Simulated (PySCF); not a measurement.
## Threshold energies of SF in a plasma

PBE0 in PySCF with def2-TZVPPD on every atom, for the lowest determinant that a PBE0 search found; no spin–orbit coupling.

```csv
species,state (unpaired electrons),Re (Å),ωe (cm⁻¹),energy of the minimum from the neutral (eV),De (eV),dissociates to
SF,doublet (π ↑),1.595,862,0.00,3.67,S + F
SF⁺,triplet (π ↑↑),1.505,1048,10.06,4.01,S⁺ + F
SF⁻,singlet (closed shell),1.709,665,-2.16,2.58,S + F⁻
```

**Question.** Work out the lowest energy to break SF into atoms, from its vibrational ground state.

**Answer.** D0 = De − ωe/2 = 3.67 − 0.05 = 3.62 eV (PBE0/def2-TZVPPD).

**Question.** Work out the ionisation energy of the S atom at this level and the threshold of dissociative ionisation.

**Answer.** IE(S) = 10.06 + 4.01 − 3.67 = 10.40 eV, so S⁺ + F + e⁻ appears at D0 + IE(S) = 14.02 eV (PBE0/def2-TZVPPD). The measured IE(S) is 10.36 eV (NIST ASD).

**Question.** Work out the electron affinity of the F atom and the threshold of dissociative attachment.

**Answer.** EA(F) = 3.67 − 2.58 − (-2.16) = 3.25 eV, so S + F⁻ needs D0 − EA(F) = 0.37 eV (PBE0/def2-TZVPPD). The measured EA(F) is 3.401 eV.

**Question.** At which energy does ion-pair formation open?

**Answer.** S⁺ + F⁻ lies at D0 + IE(S) − EA(F) = 10.77 eV (PBE0/def2-TZVPPD).

These are thermodynamic thresholds; the onsets seen under electron impact lie higher where the geometry changes, and cross-sections peak well above them.

For an ion De counts to the pair picked by the measured ionisation energies or electron affinities, which need not be the lowest pair at this level. States were picked by a PBE0 search and need not be the measured ground states.
